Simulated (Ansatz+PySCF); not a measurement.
Values are calculated unless marked as measured or tabulated.
# Several solutions for singlet CF2

```xyz
3

C     0.0013    0.0215   -0.6362
F     0.0176    0.9786    0.1847
F     0.0028   -1.0591    0.1617
```

Basis set: def2-SVP (spherical functions). Charge 0, multiplicity 1.

UHF was run from several starts with Ansatz (development build ahead of 0.2.0) and PySCF 2.14.0.

```tsv
run	program	start	converged	energy (hartree)	<S²>
A	PySCF	guess huckel, instabilities followed	yes	-236.46512	0.12
B	PySCF	guess 1e, instabilities followed	yes	-236.46512	0.12
C	Ansatz	search for the lowest state	yes	-236.46511	0.12
D	PySCF	guess minao, instabilities followed	yes	-236.46512	0.12
E	PySCF	guess atom, instabilities followed	yes	-236.46512	0.12
F	PySCF	program defaults	yes	-236.46472	0.00
G	Ansatz	stability test followed	yes	-236.46511	0.12
H	Ansatz	atomic start, no search	yes	-236.46472	0.00
```

(1) Which runs reached the lowest solution of this kind, and what is wrong with the others?

Results:

(1) A, B, C, D, E, G reached the lowest solution found. Converged but too high: F by 0.01 eV, H by 0.01 eV. Convergence only shows a stationary point, and even a stable one can lie too high; stability tests and further starts are what find lower ones. Caution: the unrestricted determinant is spin contaminated. Caution: the determinant breaks the point group.
